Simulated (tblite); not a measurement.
Methyl acrylate, C₄H₆O₂.
SMILES with atom numbers: `[CH2:1]=[CH:2][C:3](=[O:4])[O:5][CH3:6]` (hydrogens: H7, H8 on C1; H9 on C2; H10, H11, H12 on C6)

Computed with GFN2-xTB (tblite), gas phase: Langevin dynamics at 300 K from the optimised GFN2-xTB geometry, time step 0.5 fs, friction 0.01 fs⁻¹, 2000 steps.

Start geometry:
```
atom  x, y, z in Å
C1      2.471   -0.356    0.183
C2      1.222   -0.757    0.003
C3      0.093    0.194    0.086
O4      0.184    1.375    0.313
O5     -1.075   -0.432   -0.127
C6     -2.238    0.379   -0.072
H7      2.681    0.680    0.395
H8      3.308   -1.031    0.127
H9      0.954   -1.780   -0.212
H10    -2.333    0.840    0.913
H11    -2.186    1.169   -0.824
H12    -3.080   -0.281   -0.267
```

The statistics below take the 31 frames saved every 25 fs from 250 to 1000 fs; their kinetic temperature (all 3N coordinates) averages 303 K.

Task: Give the mean, spread and extremes of the bond lengths.

Result: 
| bond | start (Å) | mean (Å) | standard deviation (Å) | shortest (Å) | longest (Å) |
| --- | --- | --- | --- | --- | --- |
| C1=C2 | 1.325 | 1.330 | 0.019 | 1.303 | 1.372 |
| C2–C3 | 1.479 | 1.485 | 0.029 | 1.426 | 1.577 |
| C3=O4 | 1.205 | 1.207 | 0.018 | 1.173 | 1.240 |
| C3–O5 | 1.343 | 1.345 | 0.036 | 1.280 | 1.422 |
| O5–C6 | 1.419 | 1.426 | 0.024 | 1.385 | 1.472 |
| C1–H7 | 1.078 | 1.081 | 0.040 | 0.997 | 1.178 |
| C1–H8 | 1.076 | 1.082 | 0.014 | 1.048 | 1.103 |
| C2–H9 | 1.079 | 1.082 | 0.031 | 1.000 | 1.145 |
| C6–H10 | 1.092 | 1.095 | 0.030 | 1.031 | 1.143 |
| C6–H11 | 1.092 | 1.096 | 0.027 | 1.043 | 1.145 |
| C6–H12 | 1.087 | 1.096 | 0.027 | 1.035 | 1.159 |

Task: How widely does the potential energy scatter, against a harmonic estimate?

Result: Mean 0.44 eV above the start, standard deviation 0.108 eV, range 0.24 to 0.68 eV. For 30 classical harmonic modes at 300 K the canonical values are 30kT/2 = 0.39 eV and kT·√(30/2) = 0.100 eV.

The run is classical and short, so these are rough statistics of one trajectory.

The cost below is that of the whole dynamics run. On one thread, Intel Xeon Platinum 8259CL at 2.50 GHz (x86_64), on a shared host, this took 18 s of wall time and 0.19 GiB of memory at its peak.
